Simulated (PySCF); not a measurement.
Work out the structure from these simulated measurements.

Formula: C4H4O2.

* NMR, other nuclei: isotropic shieldings of nuclei other than C and H, by class: -98 (1 O), 26 (1 O) ppm [GIAO PBE/pcSseg-2]
* 1H NMR: chemical shifts (computed TMS as zero) by class: 6.91 (1 H), 5.57 (1 H), 3.04 (2 H) ppm [GIAO PBE/pcSseg-2]
* UV, first state: lowest singlet excitation: 5.65 eV (219 nm, f = 0.001) [TDDFT CAM-B3LYP/def2-SVPD]
* Rotational structure: rotational constants A, B, C: 8.373, 3.907, 2.709 GHz [PBE0-D3(BJ)/def2-SVP]
* Polarisability: 50.0 au [CAM-B3LYP/def2-SVPD]
* Couplings: largest of the computed one-bond spin–spin couplings (means over like bonds): 13C–1H +209.3, 13C–1H +191.2, 13C–1H +141.9 (×2), 13C–13C +76.3, 13C–13C +55.4, 13C–13C +44.6, 17O–13C +33.4, 17O–13C +26.7 Hz [B3LYP/pcJ-1, spin–dipole term left out]
* Triplet: lowest triplet excitation (Tamm–Dancoff): 4.02 eV [TDA CAM-B3LYP/def2-SVPD]
* 13C NMR: chemical shifts (computed TMS as zero) by class: 180.6 (1 C), 154.5 (1 C), 111.3 (1 C), 35.6 (1 C) ppm [GIAO PBE/pcSseg-2]

The electronic properties come from PySCF, for the isolated species, density fitting. Levels stand in brackets. Isolated species at its PBE0-D3(BJ)/def2-SVP geometry, gas phase. NMR classes are plain means over equivalent atoms (diastereotopic ones count apart unless rotation or inversion swaps them), as if these changed places fast.

Q: What is the compound? Reason from the data.

A: Numbering: `[O:1]=[C:2]1[CH2:3][CH:4]=[CH:5][O:6]1`. Its formula, C4H4O2, gives 3 degrees of unsaturation: 1 ring and 2 π bonds in the structure found. 4 carbons fall into 4 classes; from least to most shielded: ester carbonyl carbon [C2] (180.6 ppm), vinylic carbon bearing oxygen [C5] (154.5 ppm), alkene CH carbon [C4] (111.3 ppm), sp3 carbon next to a carbonyl [C3] (35.6 ppm). Hydrogen classes from least to most shielded: 1 H on a vinylic carbon bearing oxygen, C5 (6.91 ppm), 1 H on an alkene CH carbon, C4 (5.57 ppm), 2 H on an sp3 carbon next to a carbonyl, C3 (3.04 ppm). The other shieldings belong to: -98 ppm, ester carbonyl oxygen [O1]; 26 ppm, ester single-bonded oxygen [O6]. The couplings run between: +209.3 Hz, vinylic carbon bearing oxygen [C5] and its hydrogen; +191.2 Hz, alkene CH carbon [C4] and its hydrogen; +141.9 Hz, sp3 carbon next to a carbonyl [C3] and its hydrogen (with 1 like pair); +76.3 Hz, alkene CH carbon [C4] and vinylic carbon bearing oxygen [C5]; +55.4 Hz, ester carbonyl carbon [C2] and sp3 carbon next to a carbonyl [C3]; +44.6 Hz, sp3 carbon next to a carbonyl [C3] and alkene CH carbon [C4]; +33.4 Hz, ester single-bonded oxygen [O6] and ester carbonyl carbon [C2]; +26.7 Hz, ester single-bonded oxygen [O6] and vinylic carbon bearing oxygen [C5]. The optimised geometry has point group Cs and is an asymmetric top. Structure: `O=C1CC=CO1` (2(3H)-furanone). Computed isomers that give other values at the same levels: `C=C=CC(=O)O` (rotational constant A: 10.528 GHz; this holds for the one conformer computed); `O=C(O)C1C=C1` (smallest rotational constant: 2.443 GHz; this holds for the one conformer computed); `Oc1ccco1` (rotational constant A: 9.170 GHz; this holds for the one conformer computed). The assignments are read from this structure; whether some other isomer fits the data as well wasn't checked.
